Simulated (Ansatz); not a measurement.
# H2O2Si: the cost of one run

Program: Ansatz 0.2.0. Level of theory: RKS B3LYP/def2-SVP. These are calculated values, not measurements.

## 1. The starting structure

Bond lengths: O1–Si2 1.591 Å, Si2–O3 1.639 Å, O1–H4 1.030 Å, O3–H5 1.003 Å. Angles: O1–Si2–O3 106.1°, Si2–O1–H4 113.7°, Si2–O3–H5 117.0°.

Structure file:

```xyz
5

O    -1.4782   -0.1569   -0.2592
Si   -0.2186   -0.7282    0.5280
O     1.0576    0.1954    0.0764
H    -1.2631    0.6613   -0.8461
H     1.9523   -0.0452    0.4595
```

## 2. Relaxing end A

The input, input.yaml:

```yaml
crystal:
  periodic: [false, false, false]
  atoms:
    - { symbol: O, position_ang: [-1.4782, -0.1569, -0.2592] }
    - { symbol: Si, position_ang: [-0.2186, -0.7282, 0.528] }
    - { symbol: O, position_ang: [1.0576, 0.1954, 0.0764] }
    - { symbol: H, position_ang: [-1.2631, 0.6613, -0.8461] }
    - { symbol: H, position_ang: [1.9523, -0.0452, 0.4595] }
basis:
  gaussian: { orbitals: def2-SVP }
hamiltonian:
  xc: b3lyp
relax:
  f_tol: 0.02
  max_steps: 50
```

On the command line:

```
$ ansatz run input.yaml --threads 1 --pin off --max-ram 2048MiB --backend cpu --events-out ev --progress --plain --runs-dir out
```

**Question.** How long does this run take on 1 thread of Arm Neoverse V2, shared host, and how much memory does it need?

About 6.9 s, with a peak of 0.11 GiB.
